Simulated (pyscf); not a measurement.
This saddle point was located with ωB97X-D3(BJ)/def2-SVP in PySCF.

```
Ge
O 1 1.7999
H 2 0.9647 1 111.75
H 1 1.5360 2 113.56 3 72.47
H 1 1.5439 4 111.00 2 -109.08
H 1 1.6817 4 100.13 5 -155.32
H 6 1.6787 1 60.89 4 103.59
```
Charge 0, spin multiplicity 2.

Surface: doublet, charge 0. Lowest wavenumbers (cm⁻¹): 552i, 268, 346, 598, 648.

**Question.** What reaction is this the transition state of?

**Answer.** HO–GeH₃ + H atom (H•) ⇌ HO–GeH₃ + H atom (H•), a substitution at Ge read from left to right: Ge–H broken and Ge–H formed. At CCSD(T)/def2-TZVPP + ΔMP2(QZVPP) it lies +57.1 kJ/mol from the left side and +57.1 kJ/mol from the right (each side as separated species at their lowest minima found). The same reactants have a lower exit, to HO–GeH₂• + H₂ (barrier +12.4 kJ/mol at ωB97M-D3(BJ), against +57.3 kJ/mol here). One saddle was located; it need not be the lowest between these sides. The angle at the attacked Ge is 59° (front-side attack). The CCSD(T) − MP2 part came from Ansatz, without density fitting, on the same reference. The frozen core leaves the outer d or s,p core shells of the metals and heavy elements correlated in the MP2 and CC values, and def2-TZVPP describes them poorly, which can shift differences by a few kcal/mol. Elements up to Kr have no core potential and no relativistic terms here.
